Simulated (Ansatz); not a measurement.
# CHN (singlet): wave-function methods side by side, cc-pVDZ

Aim: climb from Hartree-Fock through coupled cluster and multireference methods for CHN (singlet) at one geometry and basis, and see what each rung misses.

The runs use Ansatz 0.2.0, Gaussian basis; cc-pVDZ, core rule «outside noble gas», up to 2 orbitals frozen.

The runs, in order: UHF; CCSD(T) on RHF; BCCD(T) on RHF; CISD; CCSDT(Q) on RHF; CCSDTQ on RHF; CASSCF and MRCISD+Q, 10 electrons in 9 orbitals; CASSCF and NEVPT2, 10 electrons in 9 orbitals.

3 further runs of the same task are left out: 3 set aside as unsound or not needed.

## 1. The system

The geometry is a PBE0/def2-TZVP stationary point (not a proven minimum) of the parent state, kept for this charge and spin.

3 atoms, charge 0, spin multiplicity 1.

Atoms are counted from 1 here; the program's logs count them from 0.

Bond lengths: N1–C2 1.249 Å, N1–H3 1.037 Å. Angles: C2–N1–H3 113.1°.

## 2. UHF

in.yaml reads:

```yaml
crystal:
  periodic: [false, false, false]
  atoms:
    - {symbol: N, position_ang: [0.000000, -0.123686, 0.526574]}
    - {symbol: C, position_ang: [0.000000, 0.081265, -0.705120]}
    - {symbol: H, position_ang: [0.000000, 0.750434, 1.084807]}
basis:
  gaussian: {orbitals: cc-pVDZ}
magnetization: {spin_polarized: true, initial_magnetization: 0}
hamiltonian: {xc: hf}
output: {orbitals: {seedname: orbitals}}
```

Command:

```
> ansatz run in.yaml --threads 1 --pin off --events-out ev --progress --plain --max-ram 2816MiB --backend cpu
```

Further steps of the session: CCSD(T) on RHF; BCCD(T) on RHF; CISD; CCSDT(Q) on RHF; CCSDTQ on RHF; CASSCF and MRCISD+Q, 10 electrons in 9 orbitals; CASSCF and NEVPT2, 10 electrons in 9 orbitals.

**Question.** What will the summary of the whole plan be? Wanted: RCCSDTQ below the RHF energy; RMP2 from RCCSDTQ; RCCSD from RCCSDTQ; RCCSD(T) from RCCSDTQ; RCCSDT(Q) from RCCSDTQ; NEVPT2 valence from RCCSDTQ; MRCISD+Q valence from RCCSDTQ; T1 diagnostic; effectively unpaired electrons.

As calculated:

| quantity | value |
| --- | --- |
| RCCSDTQ below the RHF energy | -8.3273 eV |
| RMP2 from RCCSDTQ | +831.3 meV |
| RCCSD from RCCSDTQ | +400.1 meV |
| RCCSD(T) from RCCSDTQ | +45.4 meV |
| RCCSDT(Q) from RCCSDTQ | -4.8 meV |
| NEVPT2 valence from RCCSDTQ | +925.7 meV |
| MRCISD+Q valence from RCCSDTQ | +39.4 meV |
| levels within 1 kcal/mol (43 meV) | BCCD(T), RCCSDT, RCCSDT(Q), MRCISD+Q valence |
| T1 diagnostic | 0.026 |
| effectively unpaired electrons | 0.06 |

In words: RCCSD(T) lands +45.4 meV from the yardstick (0.5 % of the correlation energy). One determinant dominates. Of the multireference levels listed MRCISD+Q valence comes nearest in total energy (+39.4 meV), which doesn't show that its space is the better one. These misses are within one basis, not against nature.
